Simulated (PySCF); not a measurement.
Ligands exchanged one at a time, Al Cl-CH3. Isolated molecules, 0 K electronic values unless said otherwise. Strings in code marks are SMILES.

All values below come from ωB97X-D3(BJ)/def2-TZVP // B3LYP-D3(BJ)/def2-TZVP (PySCF). Delta-SCF ions had no search for a lower state. Excitations are Tamm–Dancoff values on a coarser integration grid. The basis has no diffuse functions, so Rydberg states are missing or too high.

```
species                                              T1 excitation (TDA) (eV)  dipole moment (D)  vertical ionisation energy (Delta-SCF) (eV)  S1–T1 gap (TDA) (eV)
---------------------------------------------------  ------------------------  -----------------  -------------------------------------------  --------------------
0 of 3 Cl replaced by CH3 (`[Cl][Al]([Cl])[Cl]`)                         6.97               0.00                                          ___                   ___
1 of 3 Cl replaced by CH3 (`[CH3][Al]([Cl])[Cl]`)                         ___               2.04                                          ___                  0.34
2 of 3 Cl replaced by CH3 (`[CH3][Al]([CH3])[Cl]`)                       5.85               2.10                                        10.28                  0.25
3 of 3 Cl replaced by CH3 (`[CH3][Al]([CH3])[CH3]`)                      5.74               0.00                                         9.88                  0.26
```

Complete the blanks.


- 0 of 3 Cl replaced by CH3 (`[Cl][Al]([Cl])[Cl]`), vertical ionisation energy (Delta-SCF) (eV): 12.07
- 0 of 3 Cl replaced by CH3 (`[Cl][Al]([Cl])[Cl]`), S1–T1 gap (TDA) (eV): 0.31
- 1 of 3 Cl replaced by CH3 (`[CH3][Al]([Cl])[Cl]`), T1 excitation (TDA) (eV): 6.60
- 1 of 3 Cl replaced by CH3 (`[CH3][Al]([Cl])[Cl]`), vertical ionisation energy (Delta-SCF) (eV): 11.33
